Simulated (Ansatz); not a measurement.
## Pressure series in GaAs

Base system: GaAs in the zinc blende structure (space group F-43m, No. 216; a = 5.667 Å).

Cell and atoms are relaxed at each pressure.

Method: plane-wave PAW DFT at the r2SCAN level (Ansatz, a first-principles code, 500 eV), without spin-orbit coupling.

```
pressure (GPa)  volume per atom (Å³/atom)
--------------  -------------------------
-2                                 23.427
-1                                 23.071
0                                  22.746
1.8                                     ?
4.2                                21.603
9                                  20.597
18                                 19.200
30                                 17.869
60                                 15.757
```

Problem. Fit the third-order Birch–Murnaghan form P(V) = (3B₀/2)[(V₀/V)^(7/3) − (V₀/V)^(5/3)]·[1 + (3/4)(B₀′ − 4)((V₀/V)^(2/3) − 1)] (squares taken in P) to the rows shown and predict the withheld row.

Solution. Least squares on the printed values gives V₀ = 22.746 Å³/atom, B₀ = 73.6 GPa, B₀′ = 4.3; this predicts 22.223 Å³/atom, and the run gives 22.216 Å³/atom, 0.007 lower.

Measured bulk modulus of GaAs: 76.7 GPa (static lattice; corrected from measurement; as listed in Daniel Mejia-Rodriguez, S. B. Trickey, Phys. Rev. B (2018)); the computed value is 4 % below it.

Load acts through the strain it causes; cell and atoms are relaxed under it. Whether these cells are dynamically stable was not tested. Measured, GaAs leaves this structure (for a Cmcm phase) near 15 GPa (room temperature; as listed in arXiv:1906.07825).
